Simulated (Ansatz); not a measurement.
# FH₃OSi: taking an electron away

The task here is to estimate one member of a computed series from the others.

Computed with Ansatz 0.2.0, Gaussian basis. Level: unrestricted cation, the program's frozen cores in correlated methods.

Levels to be run: UKS PBE-D4/def2-TZVPP; UKS r2SCAN-D4/def2-TZVPP; UKS PBE0-D4/def2-TZVPP; UKS B3LYP-D4/def2-TZVPP; UKS wB97X-V/def2-TZVPP; UKS wB97M-V/def2-TZVPP; UKS B2PLYP/def2-TZVPP; UHF-CCSD(T)/def2-TZVPP; UHF-MP2/def2-QZVPP; extrapolation to the limit; then −ε(HOMO) from the neutral's earlier runs with LDA (SPW92), PBE-D4, revPBE-D4, BLYP-D4, r2SCAN-D4, B97M-V, PBE0-D4, B3LYP-D4, r2SCANh-D4, r2SCAN0-D4, HSE06-D4, BHLYP-D4, CAM-B3LYP-D4, LC-ωPBE, ωB97X-V, ωB97M-V.

## Structure used throughout

An earlier PBE0-D4 in a triple-zeta def2 set relaxation fixed the geometry.

6 atoms, charge 0, spin multiplicity 1.

Atoms are counted from 1 here; the program's logs count them from 0.

Bond lengths: O1–Si2 1.630 Å, O1–H4 0.958 Å, Si2–F3 1.596 Å, Si2–H5 1.474 Å, Si2–H6 1.482 Å. Angles: Si2–O1–H4 119.1°, O1–Si2–F3 111.0°, O1–Si2–H5 106.4°, O1–Si2–H6 111.7°, F3–Si2–H5 108.2°, F3–Si2–H6 106.0°, H5–Si2–H6 113.7°.

Set-up of the first run:

in.yaml

```yaml
crystal:
  periodic: [false, false, false]
  atoms:
    - {symbol: O, position_ang: [-0.853521, -0.209157, -0.924109]}
    - {symbol: Si, position_ang: [0.378261, -0.009305, 0.123877]}
    - {symbol: F, position_ang: [0.180808, -0.922814, 1.417814]}
    - {symbol: H, position_ang: [-1.714238, 0.150164, -0.705640]}
    - {symbol: H, position_ang: [1.595602, -0.458521, -0.575772]}
    - {symbol: H, position_ang: [0.455088, 1.385633, 0.617631]}
basis:
  gaussian: {orbitals: def2-TZVPP}
total_charge: 1
magnetization: {spin_polarized: true, initial_magnetization: 1}
hamiltonian: {xc: pbe, dispersion: d4}
```

Steps of the session up to this table: Cation, UKS PBE-D4/def2-TZVPP; Cation, UKS r2SCAN-D4/def2-TZVPP; Cation, UKS PBE0-D4/def2-TZVPP; Cation, UKS B3LYP-D4/def2-TZVPP; Cation, UKS wB97X-V/def2-TZVPP; Cation, UKS wB97M-V/def2-TZVPP; Cation, UKS B2PLYP (frozen core)/def2-TZVPP; Cation, UHF-CCSD(T)/def2-TZVPP; Cation, UHF-MP2/def2-QZVPP.

One of the session's tables, all rows but one given; the rest of the session is left out.

Orbital estimates, from the neutral's runs:

| functional | −ε(HOMO) (eV) |
| --- | --- |
| LDA (SPW92) | 7.87 |
| PBE-D4 | 7.81 |
| revPBE-D4 | 7.77 |
| BLYP-D4 | 7.75 |
| r2SCAN-D4 | 8.19 |
| B97M-V | 8.27 |
| PBE0-D4 | 9.32 |
| B3LYP-D4 | 9.13 |
| r2SCANh-D4 | 8.75 |
| r2SCAN0-D4 | 9.58 |
| HSE06-D4 | 8.92 |
| BHLYP-D4 | 10.80 |
| CAM-B3LYP-D4 | 10.80 |
| LC-ωPBE | ? |
| ωB97X-V | 11.81 |
| ωB97M-V | 11.63 |

Estimate the missing values for LC-ωPBE.

**Answer.** −ε(HOMO) (eV): 12.15. In the column «−ε(HOMO) (eV)» it is the highest.
